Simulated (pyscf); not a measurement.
`[F][Sn][F]` [singlet] + `[SH2]` → `[F][Sn]([F])=[S]` + `[H][H]`, a concerted two-bond exchange (singlet surface; H–S, H–S broken, S–Sn, H–H formed). Optimised with ωB97X-D3(BJ)/def2-SVP in PySCF. Energies in eV from the separated reactants.

AM1 to PM7: differences of heats of formation from MOPAC, which are fitted to 298 K values and so differ in kind from electronic energies by zero-point and thermal terms. 

### Question
Quick PM7 single points give ΔE‡ = 0.54 eV and ΔE = -0.32 eV. What does ωB97M-D3(BJ)/def2-TZVP give, and how far is the quick result from it?

### Answer
ωB97M-D3(BJ)/def2-TZVP gives ΔE‡ = 2.71 eV and ΔE = +1.58 eV. PM7 lies 2.17 eV under it in the barrier and 1.91 eV under it in the reaction energy, so on this step it does not hold to within 0.13 eV. ωB97M-D3(BJ)/def2-TZVP has limits of its own. On the reactant side the descent ends in an adduct with a S–Sn contact, 0.63 eV under the separated species and 3.21 eV under the saddle at ωB97X-D3(BJ)/def2-TZVP. What is counted as formed (S–Sn) is already present as a longer contact in the reactant adduct; forming that adduct is a step of its own. At ωB97X-D3(BJ)/def2-TZVP the barrier from the zero used here is 2.58 eV. The same reactants have a lower exit, to HF + F–Sn:–SH [singlet] (highest point, the separated products, at +0.21 eV at ωB97M-D3(BJ)/def2-TZVP, against +2.71 eV here). This is the saddle that the search found; another between the same sides may lie lower. In the def2 sets elements past Kr carry core potentials, without spin-orbit coupling.
